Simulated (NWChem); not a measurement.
# C₂H₃F; SMILES FC=C

Results from NWChem. Pople sets run with spherical d functions. Structure relaxed at the PBE0/def2-SVP level. Computed dipoles belong to the equilibrium geometry; the measured one is vibrationally averaged.

Measured dipole moment: 1.43 D (NIST CCCBDB, as tabulated in the package chemicals).

```csv
level,dipole moment (D),computed − measured
B3LYP/STO-3G,0.44,-0.99
B3LYP/3-21G,1.18,-0.25
B3LYP/6-31G*,1.15,-0.28
B3LYP/6-31+G*,1.43,0.00
B3LYP/def2-SVP,1.22,-0.21
B3LYP/def2-SVPD,1.35,-0.08
B3LYP/def2-TZVP,___,___
B3LYP/6-311++G**,1.44,+0.01
B3LYP/aug-cc-pVTZ,___,___
```

### Question
What belongs in the gaps?

### Answer

- B3LYP/def2-TZVP, dipole moment (D): 1.30
- B3LYP/def2-TZVP, computed − measured: -0.13
- B3LYP/aug-cc-pVTZ, dipole moment (D): 1.30
- B3LYP/aug-cc-pVTZ, computed − measured: -0.13
